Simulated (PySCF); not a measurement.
Published values to compare with (the computed states carry no symmetry labels, so the two lists aren't matched line by line):

```
     state  E (eV)  f   kind of transition  source
3A''(n→π*)    5.42     vertical absorption     [1]
1A''(n→π*)    5.70     vertical absorption     [1]
 3A'(π→π*)    5.88     vertical absorption     [1]
 1A'(π→π*)    7.67     vertical absorption     [1]
```

[1] computed, CC3/TZVP, gas; arXiv:2401.06101 (2024), CC3 reference column of Thiel's set

Compound: acetamide, C2H5NO.
Atom-mapped SMILES: `[CH3:1][C:2]([NH2:3])=[O:4]` (hydrogens: H5, H6, H7 on C1; H8, H9 on N3)

Cartesian coordinates in Å at the PBE0-D3(BJ)/def2-SVP level; atoms count from 1:
```
atom  x, y, z in Å
C1    -1.0433   -0.2296   -0.2729
C2     0.1627    0.0839    0.5867
N3     1.3321    0.2578   -0.0864
O4     0.0874    0.1707    1.7938
H5    -1.4449   -1.2056    0.0352
H6    -0.8376   -0.2486   -1.3522
H7    -1.8212    0.5187   -0.0653
H8     2.1639    0.4656    0.4507
H9     1.4010    0.1870   -1.0898
```

Computed, not measured: TDDFT PBE0/def2-SVPD, vertical, gas phase, core orbitals frozen in the response in PySCF.

Computed singlets: 5.74 eV (f 0.000); 6.76 eV (f 0.027); 7.10 eV (f 0.009); 7.57 eV (f 0.124); 8.10 eV (f 0.065); 8.29 eV (f 0.061); 8.32 eV (f 0.003); 8.57 eV (f 0.001); 8.71 eV (f 0.027); 9.12 eV (f 0.000). Computed triplets (Tamm–Dancoff): 5.25, 5.63, 6.66, 6.84 eV.

Problem. How does the lowest computed singlet compare with the best estimate listed for the lowest singlet (vertical absorption)?

Solution. 5.74 eV against 5.70 eV for 1A''(n→π*) [1]: a difference of +0.04 eV. Geometry and basis of the two calculations needn't be the same.

Problem. How does the lowest computed triplet compare with the best estimate listed for the lowest triplet (vertical absorption)?

Solution. 5.25 eV against 5.42 eV for 3A''(n→π*) [1]: a difference of -0.17 eV. Geometry and basis of the two calculations needn't be the same.

All these states lie below the vertical ionisation energy of 9.79 eV (ΔSCF).
